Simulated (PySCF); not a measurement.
**Worked example: the barrier**

An elementary step of C₂H₃N, singlet (C₂H₃N (CC#N) → C₂H₃N ([C][N][CH3]); bonds formed: C1–N3; bonds broken: C1–C2). “Start” is the structure reached by relaxing down from the saddle towards the reactants; PBE0-D4/def2-TZVP structures. The saddle:

| atom | x (Å) | y (Å) | z (Å) |
| --- | --- | --- | --- |
| C1 | -0.2609 | 0.0891 | 0.2851 |
| C2 | 0.4485 | 0.0700 | -1.3118 |
| N3 | 1.1641 | -0.5754 | -0.6168 |
| H4 | -0.2813 | 1.1611 | 0.4477 |
| H5 | -1.2317 | -0.3298 | 0.0436 |
| H6 | 0.1613 | -0.4151 | 1.1522 |

Program: PySCF 2.14 with density fitting (its default auxiliary sets; JK sets also for MP2 and CCSD(T)). Basis: def2-TZVPP and def2-QZVPP. Cores are frozen in the correlated methods.

Energies in eV:

| quantity | saddle | start |
| --- | --- | --- |
| Hartree–Fock, triple zeta (X = 3) | -3588.53562 | -3591.31751 |
| Hartree–Fock, quadruple zeta (X = 4) | -3588.69429 | -3591.46894 |
| MP2 correlation, X = 3 | -13.77422 | -13.94047 |
| MP2 correlation, X = 4 | -14.66372 | -14.83765 |
| CCSD(T) correlation, X = 3 | -15.04876 | -15.04862 |

(1) Work out the barrier at the basis limit: extrapolate Hartree–Fock as E(X) = E∞ + A exp(−7.88 √X) and the MP2 correlation as E(X) = E∞ + B X^−2.97 (the exponents that Neese and Valeev fitted for def2-TZVPP and QZVPP), then add CCSD(T) − MP2 in triple zeta.

The T1 diagnostic stays at or below 0.019.

Results:

(1) Each step is linear, so take the differences first (saddle − start): Hartree–Fock 2.78189 (X = 3) and 2.77465 (X = 4); MP2 correlation 0.16625 and 0.17393; CCSD(T) correlation -0.00014.
Two points give E∞ = E(4) + w [E(4) − E(3)], with w = 1/(exp(7.88 (2 − √3)) − 1) = 0.1377 for Hartree–Fock and w = 1/((4/3)^2.97 − 1) = 0.7407 for the correlation.
Hartree–Fock: 2.77465 + 0.1377 × (-0.00724) = 2.7737 eV.
MP2 correlation: 0.17393 + 0.7407 × 0.00768 = 0.1796 eV.
CCSD(T) − MP2: -0.00014 − 0.16625 = -0.1664 eV.
Sum: 2.7737 + 0.1796 + (-0.1664) = 2.7869 eV, or 64.27 kcal/mol. Plain CCSD(T) in triple zeta gives 2.7818 eV, so the larger basis shifts the result by 0.0051 eV.

Labels in which every atom is bracketed show which atoms are joined, not bond orders.

For scale, one of the runs: CCSD(T)/def2-TZVPP, 135 basis functions, launched by `OMP_NUM_THREADS=4 python run.py`. Time: 57 s of wall clock on 4 CPU threads of an Arm Neoverse V1; the host was shared. Peak host memory: 0.71 GiB.
